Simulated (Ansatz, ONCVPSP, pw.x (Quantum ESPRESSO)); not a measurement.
## tungsten: one change to the ONCV potential, in the atom and in the bcc crystal

| Item | Value |
| --- | --- |
| Element | W (Z = 74) |
| Generator | ONCVPSP 4.0.1.1 (patched build) |
| Type | optimised norm-conserving Vanderbilt (ONCV) |
| Functional | PBE |
| Relativity | scalar-relativistic |
| Frozen core | [Xe] 4f14 |
| Valence charge | 6 |
| Reference configuration | 5d4 6s1.5 6p0.5 |
| Partial waves | 6s: rc 2.40 bohr, ncon 3, nbas 8, qcut 2.3 1/bohr, 2 projectors, debl 3.7 Ha; 6p: rc 3.90 bohr, ncon 4, nbas 7, qcut 2.3 1/bohr, 2 projectors, debl 3.6 Ha; 5d: rc 2.80 bohr, ncon 3, nbas 8, qcut 6 1/bohr, 3 projectors, debl 1 Ha |
| Local potential | polynomial inside 1.70 bohr (lpopt 5, dvloc0 0 Ha) |
| Core correction | Teter function fitted to the true core (icmod 2), fcfact 0.35 |

Change: core correction Teter function, fcfact 4, rcfact 1.3.

Cutoffs, loose and tight: the cutoffs (Ha) at which the residual kinetic energy of the hardest occupied pseudo-wave falls to 1 and 0.1 mHa per electron. They do not see the model core or the augmentation charge, which bear on the density cutoff. Test errors are all-electron minus pseudo excitation energies from the reference, over the configurations 5d4 6s2 6p0; 5d4 6s1 6p0; 5d4 6s0 6p0; 5d2 6s0 6p0; variants that change the core or the reference have their own tests.

Crystal test: bcc W in pw.x 7.5, no spin, 14³ k-points, Fermi–Dirac smearing 0.01 Ry, cutoffs set for each file from its atomic test. The reference is all-electron LAPW (Ansatz 0.2.0) with the same functional, mesh and smearing; V0 and B0 come from Birch–Murnaghan fits to the pressures at five volumes. Errors are pseudo minus all-electron; Δ is the rms difference of the E(V) curves that follow from these fits, minima aligned, over ±6 % about the mean V0. Mesh and smearing are coarse, so the numbers serve the comparison and aren't converged zero-temperature values; the lattice is a test structure that the element need not adopt.

All-electron: a0 = 3.184 Å (V0 = 16.15 Å³/atom), B0 = 300.6 GPa.

Does the change bring the crystal closer to the all-electron result?

The mean pressure error goes from -1.58 to -0.70 GPa, so the change moves the solid closer to the all-electron pressures.

| quantity | base | changed |
| --- | --- | --- |
| outcome (atom) | generated | generated |
| cutoff, loose (atom) | 11 Ha | 11 Ha |
| cutoff, tight (atom) | 29 Ha | 29 Ha |
| bound ghosts (atom) | none | none |
| largest test error (meV) (atom) | 3 of 4 tests not solved or not reliable | 3 of 4 tests not solved or not reliable |
| cutoffs in pw.x (Ry) | 70/280 | 70/280 |
| a0 (Å) | 3.179 | 3.183 |
| a0 error (%) | -0.17 | -0.06 |
| B0 error (%) | -12.5 | -12.1 |
| Δ (meV/atom) | 6.5 | 3.8 |
| mean pressure error (GPa) | -1.58 | -0.70 |

Base: The largest radius (3.90 bohr) exceeds half the bond length (2.60 bohr), so the spheres overlap, which is one possible source of error among others. This is a poor potential for the solid. The generator flags a localised state at positive energy (s at 17 eV). Atomic configuration tests: 3 of 4 tests not solved or not reliable. The cutoffs count occupied waves only; projector 2 of the s channel, the hardest unoccupied one, needs 43 Ha at the loose tolerance. Changed file: The largest radius (3.90 bohr) exceeds half the bond length (2.60 bohr), so the spheres overlap, which is one possible source of error among others. This is a poor potential for the solid. The generator flags a localised state at positive energy (s at 17 eV). Atomic configuration tests: 3 of 4 tests not solved or not reliable. The cutoffs count occupied waves only; projector 2 of the s channel, the hardest unoccupied one, needs 43 Ha at the loose tolerance.
